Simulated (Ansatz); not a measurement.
Trigonal Te

All values below come from PBE (Ansatz, a program for electronic structure, plane waves, PAW).

Settings: plane-wave cutoff 520 eV, 24×24×12 k mesh (along the axes of the cell as run), scalar-relativistic PAW data made under PBE.

Cell (measured lattice):

```xyz
3
Lattice="4.4511 0.0000 0.0000 -2.2256 3.8548 0.0000 0.0000 0.0000 5.9262" Properties=species:S:1:pos:R:3 pbc="T T T"
Te    -0.6124     1.0607     3.9508
Te     1.6131     2.7940     0.0000
Te     1.2248     0.0000     1.9754
```

```yaml
elastic constant C11: 38.4 GPa
elastic constant C12: 9.98 GPa
elastic constant C13: 26.1 GPa
elastic constant C33: 71.7 GPa
elastic constant C44: 35.5 GPa
elastic constant C66: 14.2 GPa
Voigt–Reuss–Hill bulk modulus: 27.2 GPa
Voigt–Reuss–Hill shear modulus (Hill average): 17.6 GPa
young_modulus: 43.4 GPa
poisson_ratio: 0.234
```

Measured, for comparison: elastic constant C11 33 GPa, elastic constant C12 8 GPa, elastic constant C13 26 GPa, elastic constant C33 72 GPa, elastic constant C44 31 GPa (temperature not stated, not corrected to a static lattice; as tabulated in Yi et al. (2018), arXiv:1712.00894). Computed (rounded) less measured: elastic constant C11 +16 % (against room or unstated temperature, where such soft solids are markedly softer), elastic constant C12 +25 % (against room or unstated temperature, where such soft solids are markedly softer), elastic constant C13 +0.4 % (against room or unstated temperature, where such soft solids are markedly softer), elastic constant C33 -0.4 % (against room or unstated temperature, where such soft solids are markedly softer), elastic constant C44 +15 % (against room or unstated temperature, where such soft solids are markedly softer).

Note: the cell isn't this level's own, so it is under some stress, which shifts stiffness and frequencies.

Elastic constants are with the ions relaxed.

Spin–orbit coupling is not included.

Cost on a shared machine: very roughly 2.8 core-hours.
